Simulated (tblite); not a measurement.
Species: C3H5P.
Bonds: C1–C2 (triple), C2–P3, P3–C4. Hydrogens: H5 on C1; H6 on P3; H7, H8, H9 on C4.

A start from a force field or distance geometry was refined with tblite, GFN2-xTB geometry optimisation, gas phase. Values at the start:

| coordinate | start |
| --- | --- |
| C1≡C2 | 1.224 Å |
| C1–H5 | 1.071 Å |
| C2–P3 | 1.796 Å |
| P3–C4 | 1.849 Å |
| P3–H6 | 1.441 Å |
| C4–H7 | 1.102 Å |
| C1–C2–P3 | 178.6° |
| C2–C1–H5 | 178.7° |
| C2–P3–C4 | 108.0° |
| C2–P3–H6 | 111.1° |
| P3–C4–H7 | 110.5° |
| P3–C4–H9 | 109.3° |
| C4–P3–H6 | 111.9° |
| H7–C4–H8 | 113.6° |

Q: How do these coordinates change at the GFN2-xTB level?

A: 
```tsv
coordinate	GFN2-xTB (Å or °)	change
P3–H6	1.408	-0.033
C2–P3	1.766	-0.030
C1≡C2	1.202	-0.022
C1–H5	1.051	-0.020
C4–H7	1.089	-0.013
P3–C4	1.858	+0.009
C2–P3–H6	94.0	-17.1
C4–P3–H6	95.5	-16.4
C2–P3–C4	97.6	-10.4
H7–C4–H8	108.5	-5.1
C1–C2–P3	174.2	-4.4
P3–C4–H9	111.5	+2.2
P3–C4–H7	108.8	-1.7
C2–C1–H5	177.4	-1.3
```

The energy falls by 0.795 eV over 65 L-BFGS steps, the largest force on an atom goes from 2.83 to 0.005 eV/Å, and the atoms move by 0.422 Å rms after alignment. The bond that changes most is P3–H6 (phosphine phosphorus to P–H hydrogen), which shortens by 0.033 Å. Bonds longer at the end by more than 0.005 Å: 1 of 8; shorter: 7. Among the dihedrals that turn most is C2–P3–C4–H8, from -22° to -74°. Rotational constants go from 15560, 3412, 2888 to 13918, 3815, 3123 MHz.

Time: 0.23 s wall. Hardware: one thread, Arm Neoverse V1 (aarch64), no GPU, shared host with 32 logical CPUs at a one-minute load of 22.

Its GFN2-xTB frequencies are all real (lowest 139 cm⁻¹).

All values are computed, not measured.
